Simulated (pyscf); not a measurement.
## Four-centre exchange: `[Li][N]([CH3])[CH3]` + `[NH3]` → `[Li][NH2]` + `[CH3][NH][CH3]`

Gas phase, singlet surface, charge 0. Bonds broken: Li1–N2, N11–H12. Bonds formed: Li1–N11, N2–H12. Optimised with ωB97X-D3(BJ)/def2-SVP in PySCF.

Transition state (Å):

```xyz
14

Li    -0.9407     0.3401     1.0415
N     -1.4747     0.5064    -0.7951
C     -0.6565     0.0474    -1.8946
C     -2.8491     0.7051    -1.1957
H     -0.9318    -0.9703    -2.2447
H     -0.7170     0.7120    -2.7856
H      0.4069     0.0087    -1.5941
H     -3.3621    -0.2413    -1.4699
H     -2.9503     1.3817    -2.0738
H     -3.4293     1.1596    -0.3713
N     -0.4526     2.1620     0.8614
H     -0.9644     1.5601    -0.1829
H      0.4845     2.5254     0.6819
H     -1.0028     2.9707     1.1540
```

One imaginary mode, 1184i cm⁻¹; descent along it reached the two sides named, in the forms told below.

```
bond     change  reactant side (Å)  saddle  product side
-------  ------  -----------------  ------  ------------
Li1–N2   breaks              1.813   1.920         2.017
N11–H12  breaks              1.042   1.309         1.942
Li1–N11   forms              2.007   1.895         1.805
N2–H12    forms              2.147   1.321         1.053
```

Electronic energies relative to the separated reactants (kcal/mol):

| level | barrier | reaction energy | reverse barrier |
|---|---|---|---|
| ωB97X-D3(BJ)/def2-TZVP | -15.3 | -1.9 | -13.4 |
| PBE/def2-TZVP | -16.1 | -1.1 | -15.0 |
| r²SCAN/def2-TZVP | -16.2 | -1.5 | -14.7 |
| B3LYP-D3(BJ)/def2-TZVP | -15.4 | -1.6 | -13.7 |
| PBE0-D3(BJ)/def2-TZVP | -16.6 | -1.4 | -15.2 |
| M06-2X/def2-TZVP | -15.2 | -2.2 | -13.0 |
| ωB97M-D3(BJ)/def2-TZVP | -14.2 | -2.3 | -11.9 |
| HF/def2-TZVP | -3.5 | -4.0 | 0.5 |

With ωB97M-D3(BJ)/def2-TZVP energies and thermal terms (ideal gas, 1 atm, RRHO with modes under 100 cm⁻¹ raised to 100, one conformer, R ln 2 for chiral ones without a mode under 150 cm⁻¹), in kcal/mol:

| T (K) | ΔH‡ | ΔG‡ | ΔH | ΔG |
|---|---|---|---|---|
| 298 | -15.5 | -5.3 | -1.8 | -2.6 |
| 600 | -15.0 | 4.8 | -1.8 | -3.3 |
| 900 | -14.3 | 14.6 | -1.8 | -4.1 |
| 1200 | -13.5 | 24.1 | -1.8 | -4.8 |

On the reactant side the descent ends in an adduct with a Li–N, H–Li contact, 21.2 kcal/mol under the separated species and 5.9 kcal/mol under the saddle at ωB97X-D3(BJ)/def2-TZVP. On the product side the descent ends in an adduct with a Li–N, H–Li contact, 21.5 kcal/mol under the separated species and 8.0 kcal/mol under the saddle at ωB97X-D3(BJ)/def2-TZVP. At ωB97X-D3(BJ)/def2-TZVP, PBE, r²SCAN, B3LYP-D3(BJ), PBE0-D3(BJ), M06-2X, ωB97M-D3(BJ)/def2-TZVP, HF the saddle lies under the separated reactants, which points to a path from their complex (located at ωB97X-D3(BJ) alone). At ωB97X-D3(BJ)/def2-TZVP, PBE, r²SCAN, B3LYP-D3(BJ), PBE0-D3(BJ), M06-2X, ωB97M-D3(BJ) the saddle lies under the separated products, which points to a path from their complex (located at ωB97X-D3(BJ) alone). What is counted as formed (Li–N) is already present as a longer contact in the reactant adduct; forming that adduct is a step of its own. What is counted as broken (Li–N) persists as a longer contact in the product adduct; parting that adduct is a step of its own. H₃C–NH–CH₃ lies 7.8 kcal/mol over its isomer H₃C–CH₂–NH₂ (electronic energy, ωB97M-D3(BJ)/def2-TZVP). One saddle was located; it need not be the lowest between these sides.
